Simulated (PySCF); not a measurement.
## Telling isomers of C$_{6}$H$_{10}$ apart by NMR

Theory: geometry from PBE0-D3(BJ)/def2-SVP, spin–spin couplings from B3LYP/pcJ-1 (spin–dipole term left out of most H,H and C,H couplings), NMR shieldings at PBE0/pcSseg-1/GIAO, in PySCF 2.14.0 with density-fitted response routines (no solvent model, one averaged value for each set of equivalent atoms, one conformer, non-relativistic Hamiltonian).

Scale: TMS for $^{1}$H (σref 31.27), $^{13}$C (σref 184.41) (reference shieldings calculated alike). Multiplet labels drop J under 1 Hz and among equivalent protons, and merge close values. Unscaled 3J(H,H) run several per cent high. Shifts are as computed. Against solution values, carbons near 30 ppm lie about +2 ppm off and those near 130 ppm about +5 ppm. Of 1309 compounds with measured shifts, 239 miss one by over three times the rms of a fit or turn the order of signals round; such compounds aren't used in these exercises.

(1) Tabulate the signals of `C=C/C=C\CC`, `C/C=C\C=C\C` and their relative energies.

(2) What is the quickest way to tell C=C/C=C\CC from C/C=C\C=C\C?

## Answers

(1) 
```tsv
SMILES	carbon types	δC	δH	E rel. (kcal/mol)
C=C/C=C\CC	3×CH 2×CH2 1×CH3	143.1, 139.3, 136.7, 124.5, 24.8, 16.3	6.83 (m, 1H), 6.06 (tq, 1H), 5.62 (dtq, 1H), 5.41 (ddd, 1H), 5.36 (dq, 1H), 2.17 (dqd, 2H), 1.00 (t, 3H)	3.9
C/C=C\C=C\C	4×CH 2×CH3	137.1, 136.8, 133.3, 132.2, 21.7, 16.0	6.55 (m, 1H), 6.00 (tq, 1H), 5.71 (d of q of quint, 1H), 5.41 (d of q of sext, 1H), 1.90 (ddd, 3H), 1.84 (ddd, 3H)	0.0
```

Energies are electronic energies at PBE0/pcSseg-1 on these geometries, without zero-point or thermal terms, each for the one conformer computed, which needn't be the lowest.

(2) Both give the same number of carbon signals, but DEPT or the intensities differ. The first has a terminal =CH2 carbon at 124.5 ppm, the second an allylic methyl carbon (CH3) at 21.7 ppm. Their most deshielded carbons lie at 143.1 and 137.1 ppm.
